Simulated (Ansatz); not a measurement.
Ansatz (a first-principles code) input (CCSD(T)/cc-pVDZ):

Ansatz 0.2 input:
```yaml
crystal:
  periodic: [false, false, false]
  atoms:
    - {symbol: C, position_ang: [-0.00541272, 0.00514807, 0.86088345]}
    - {symbol: C, position_ang: [-0.00020344, -0.64634739, -0.49579893]}
    - {symbol: C, position_ang: [0.00648613, 0.64037189, -0.50345144]}
    - {symbol: H, position_ang: [0.90225350, 0.00400638, 1.46236727]}
    - {symbol: H, position_ang: [-0.92057007, 0.01341463, 1.45085018]}
    - {symbol: H, position_ang: [-0.00162276, -1.57792247, -1.03216063]}
    - {symbol: H, position_ang: [0.01471952, 1.56546606, -1.05085530]}
basis:
  gaussian:
    orbitals: cc-pVDZ
magnetization: {spin_polarized: false}
correlation: {method: ccsd_t, frozen_orbitals: {C: 0, H: 0}}
```

Output:

```
Functional definition: HF
integrals: 0.03 GiB planned
567 factors; integrals over basis functions are off by at most 8.5e-4 eV
mean field: 0.11 GiB planned
mean field evaluation 1: about -3150.4050 eV, gradient 2.3e1 eV
mean field evaluation 2: about -3150.4075 eV, gradient 2.3e1 eV
mean field evaluation 4: about -3151.9585 eV, gradient 2.4e0 eV
mean field evaluation 8: about -3151.9763 eV, gradient 3.6e-3 eV
mean field evaluation 16: about -3151.9763 eV, gradient 3.1e-6 eV
mean field -3151.97630192 eV, -115.8329926092 hartree, gradient 3.1e-6 eV, S^2 0.000000; 0 other end points of the search recorded, 0 dependent functions left out
reference -3151.97630192 eV, -115.8329926092 hartree; 11, 11 occupied and 51, 51 virtual orbitals, 567 factors
second order -11.08754645 eV of doubles, -0.00000000 eV of singles
coupled cluster: 0.15 GiB planned
cycle   1  -11.49883216 eV  change   -4.1e-1 eV  update   7.0e-2
cycle   2  -11.82938528 eV  change   -3.3e-1 eV  update   2.3e-2
cycle   3  -11.87843971 eV  change   -4.9e-2 eV  update   8.8e-3
cycle   4  -11.88143253 eV  change   -3.0e-3 eV  update   2.7e-3
cycle   5  -11.88250663 eV  change   -1.1e-3 eV  update   6.9e-4
cycle   6  -11.88249364 eV  change    1.3e-5 eV  update   1.9e-4
cycle   7  -11.88245831 eV  change    3.5e-5 eV  update   4.0e-5
cycle   8  -11.88246048 eV  change   -2.2e-6 eV  update   1.2e-5
perturbative correction -0.43803879 eV, -0.0160976287 hartree
Total energy: -3164.29680119 eV, -116.2857626063 hartree
```
